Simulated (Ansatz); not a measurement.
Tetragonal perovskite BaTiO3 (room-temperature form, which distorts further on cooling) was calculated with r²SCAN-D4 in Ansatz (PAW).

Settings: plane-wave cutoff 500 eV, 10×10×10 k mesh, gaussian smearing 0.02 eV, no spin polarisation, scalar-relativistic PAW data made under PBE.

Cell (relaxed at this level):

```yaml
crystal:
  lattice:
    - [3.96686, 0.00000, 0.00000]
    - [0.00000, 3.96686, 0.00000]
    - [0.00000, 0.00000, 4.08938]
  atoms:
    - { symbol: Ba, position: [0.50000, 0.50000, 0.58393] }
    - { symbol: Ti, position: [0.00000, 0.00000, 0.10142] }
    - { symbol: O, position: [0.00000, 0.50000, 0.06332] }
    - { symbol: O, position: [0.50000, 0.00000, 0.06332] }
    - { symbol: O, position: [0.00000, 0.00000, 0.54799] }
```

**Question.** Give the computed band gap.

**Answer.** 
band gap: 2.24 eV (on the SCF k mesh)

Note: the relaxation could not lower the start's symmetry, so the cell can be a saddle point above a distorted one.

Spin–orbit coupling is not included.

Computed values are for the static lattice.

Ansatz is a first-principles code.
